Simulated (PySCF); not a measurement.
3-butenenitrile, C4H5N, SMILES C=CCC#N, point group C1.

Level: PBE0/pcSseg-1 in PySCF (density fitting, grid level 2); geometry and Hessian at that level, cubic constants and property derivatives from steps of ±0.6 along each species' dimensionless normal coordinates, second-order vibrational perturbation theory. The parent has the commonest isotopes.

Equilibrium geometry (Å):

```
atom        x        y        z
  C1  -1.6741  -0.1648  -0.0325
  C2  -0.4246  -0.4055  -0.4032
  C3   0.7274   0.5204  -0.1248
  C4   1.8081  -0.1289   0.6082
  N5   2.6597  -0.6515   1.1827
  H6  -2.4757  -0.8589  -0.2740
  H7  -1.9461   0.7311   0.5251
  H8  -0.1822  -1.3160  -0.9521
  H9   1.1488   0.8983  -1.0673
 H10   0.3942   1.3943   0.4478
```

Task: Give the equilibrium and ground-state rotational constants (MHz) of parent; ²H at 9.

Result: 
| species | Ae | Be | Ce | A0 | B0 | C0 | Δ0 (u Å²) | harmonic ZPE (cm⁻¹) |
| --- | --- | --- | --- | --- | --- | --- | --- | --- |
| parent | 19740 | 2625.8 | 2509.3 | 19908 | 2611.1 | 2493.4 | -16.250 | 17405 |
| ²H at 9 | 17616 | 2620 | 2476.4 | 17693 | 2607.3 | 2462.6 | -17.170 | 16690 |

Δ0 = Ic − Ia − Ib from the ground-state constants.

Task: How is the parent's vibrational correction B0 − Be made up?

Result: 
```tsv
axis	harmonic	Coriolis	cubic	total (MHz)
a	148	-84.1	103	168
b	3.21	-1.69	-16.3	-14.7
c	2.39	-1.94	-16.3	-15.9
```

Task: And its quartic centrifugal distortion constants from the harmonic force field?

Result: Asymmetric top, A reduction, Ir representation: ΔJ = 1.79 kHz, ΔJK = -79.3 kHz, ΔK = 1230 kHz, δJ = 0.196 kHz, δK = -25.1 kHz.

Task: Which nuclear quadrupole couplings χaa, χbb, χcc (MHz) does the parent show, at equilibrium and averaged?

Result: 14N at 5: -3.0, 0.8, 2.2 and -3.0, 0.8, 2.2.

A mode lies under 250 cm⁻¹, where this perturbation treatment is rough. Internal rotors are held in one well.
